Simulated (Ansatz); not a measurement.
Start from `[OH][Mg][Cl]` and change one atom or group to get `[CH3][Mg][Cl]`.

Ansatz, PBE0-D4/def2-TZVP geometries, multiplicity 1. Each molecule was computed in one conformer, which needn't be the lowest.

| property | `[OH][Mg][Cl]` |
| --- | --- |
| LUMO energy (B3LYP/def2-TZVPP) / eV | -1.72 |
| HOMO energy (PBE/def2-TZVPP) / eV | -6.70 |
| LUMO energy (PBE0/def2-TZVPP) / eV | -1.39 |
| LUMO energy (ωB97M-V/def2-TZVPP) / eV | -0.07 |
| HOMO energy (B3LYP/def2-TZVPP) / eV | -8.09 |
| HOMO–LUMO gap (PBE/def2-TZVPP) / eV | 4.56 |

(1) What does the change do to each property? (An estimate is asked.)

Results:

(1) Computed: 
```json
{"property": "LUMO energy (B3LYP/def2-TZVPP) / eV", "`[CH3][Mg][Cl]`": "-1.34", "shift": "0.38"}
{"property": "HOMO energy (PBE/def2-TZVPP) / eV", "`[CH3][Mg][Cl]`": "-6.41", "shift": "0.29"}
{"property": "LUMO energy (PBE0/def2-TZVPP) / eV", "`[CH3][Mg][Cl]`": "-1.06", "shift": "0.33"}
{"property": "LUMO energy (ωB97M-V/def2-TZVPP) / eV", "`[CH3][Mg][Cl]`": "0.18", "shift": "0.25"}
{"property": "HOMO energy (B3LYP/def2-TZVPP) / eV", "`[CH3][Mg][Cl]`": "-7.39", "shift": "0.70"}
{"property": "HOMO–LUMO gap (PBE/def2-TZVPP) / eV", "`[CH3][Mg][Cl]`": "4.67", "shift": "0.11"}
```

With PBE0 the HOMO rises by 0.75 eV and the LUMO rises by 0.33 eV, so the gap narrows by about 0.42 eV. PBE moves the HOMO by 0.29 eV and ωB97M-V by 1.04 eV.

B3LYP here is the variant with VWN-RPA as its local correlation; programs differ in this.
